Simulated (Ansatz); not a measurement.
Geometry optimisation, Ansatz 0.2.0, RKS PBE0-D4/def2-SVP.

Input:

```yaml
crystal:
  periodic: [false, false, false]
  atoms:
    - { symbol: Al, position_ang: [-1.80491, 0.48049, -1.03272] }
    - { symbol: S, position_ang: [-0.20392, -0.22393, 0.24982] }
    - { symbol: Al, position_ang: [1.80099, -0.48416, 1.03649] }
    - { symbol: H, position_ang: [-2.20102, -0.33195, -2.27291] }
    - { symbol: H, position_ang: [-1.36947, -0.57057, 0.90231] }
    - { symbol: H, position_ang: [2.29852, 0.42685, 2.16674] }
    - { symbol: H, position_ang: [2.69007, -1.61687, 0.50571] }
basis:
  gaussian: { orbitals: def2-SVP }
hamiltonian:
  xc: pbe0
  dispersion: d4
relax:
  f_tol: 0.02
  max_steps: 50
```

Command:

```bash
$ ansatz run input.yaml --threads 1 --pin off --max-ram 2048MiB --backend cpu --events-out ev --progress --plain --runs-dir out
```

**Question.** Where does it end, and by what steps?

**Answer.** The run converged. After 26 steps the energy has fallen by 3.705 eV; H4 moved furthest, 2.82 Å. Joined: Al1–Al3, Al3–H4.

```json
{"step": "0", "energy less start (eV)": "0.0000", "largest force component (eV/Å)": "3.019", "accepted": "yes"}
{"step": "1", "energy less start (eV)": "-1.0437", "largest force component (eV/Å)": "1.711", "accepted": "yes"}
{"step": "2", "energy less start (eV)": "-1.5537", "largest force component (eV/Å)": "0.841", "accepted": "yes"}
{"step": "3", "energy less start (eV)": "-1.8465", "largest force component (eV/Å)": "0.973", "accepted": "yes"}
{"step": "4", "energy less start (eV)": "-2.0122", "largest force component (eV/Å)": "1.394", "accepted": "yes"}
{"step": "5", "energy less start (eV)": "-2.1089", "largest force component (eV/Å)": "0.835", "accepted": "yes"}
{"step": "6", "energy less start (eV)": "-2.1890", "largest force component (eV/Å)": "1.121", "accepted": "yes"}
{"step": "7", "energy less start (eV)": "-2.2655", "largest force component (eV/Å)": "0.188", "accepted": "yes"}
{"step": "8", "energy less start (eV)": "-2.2878", "largest force component (eV/Å)": "0.209", "accepted": "yes"}
{"step": "9", "energy less start (eV)": "-2.3155", "largest force component (eV/Å)": "0.168", "accepted": "yes"}
{"step": "10", "energy less start (eV)": "-2.3331", "largest force component (eV/Å)": "0.180", "accepted": "yes"}
{"step": "11", "energy less start (eV)": "-2.3520", "largest force component (eV/Å)": "0.178", "accepted": "yes"}
{"step": "12", "energy less start (eV)": "-2.3674", "largest force component (eV/Å)": "0.146", "accepted": "yes"}
{"step": "13", "energy less start (eV)": "-2.3684", "largest force component (eV/Å)": "0.259", "accepted": "yes"}
{"step": "14", "energy less start (eV)": "-2.3970", "largest force component (eV/Å)": "0.137", "accepted": "yes"}
{"step": "15", "energy less start (eV)": "-2.4337", "largest force component (eV/Å)": "0.184", "accepted": "yes"}
{"step": "16", "energy less start (eV)": "-2.5395", "largest force component (eV/Å)": "0.288", "accepted": "yes"}
{"step": "17", "energy less start (eV)": "-2.7095", "largest force component (eV/Å)": "0.501", "accepted": "yes"}
{"step": "18", "energy less start (eV)": "-3.0172", "largest force component (eV/Å)": "0.702", "accepted": "yes"}
{"step": "19", "energy less start (eV)": "-3.3764", "largest force component (eV/Å)": "0.656", "accepted": "yes"}
{"step": "20", "energy less start (eV)": "-3.6139", "largest force component (eV/Å)": "0.355", "accepted": "yes"}
{"step": "21", "energy less start (eV)": "-3.6846", "largest force component (eV/Å)": "0.428", "accepted": "yes"}
{"step": "22", "energy less start (eV)": "-3.6346", "largest force component (eV/Å)": "0.566", "accepted": "no"}
{"step": "23", "energy less start (eV)": "-3.7034", "largest force component (eV/Å)": "0.082", "accepted": "yes"}
{"step": "24", "energy less start (eV)": "-3.6958", "largest force component (eV/Å)": "0.221", "accepted": "no"}
{"step": "25", "energy less start (eV)": "-3.7051", "largest force component (eV/Å)": "0.036", "accepted": "yes"}
{"step": "26", "energy less start (eV)": "-3.7052", "largest force component (eV/Å)": "0.013", "accepted": "yes"}
```

```xyz
7
Properties=species:S:1:pos:R:3
Al -1.519 0.368 -1.021
S -1.031 -1.078 1.019
Al 1.091 -0.531 0.163
H 0.340 0.222 -1.185
H -1.198 -0.048 1.881
H 1.753 0.618 1.041
H 1.774 -1.871 -0.343
```

Whether the end is a true minimum wasn't checked by a vibrational analysis.

Run time: 72 s on 1 thread of Arm Neoverse V1, with other jobs on the host, peak memory 0.14 GiB.
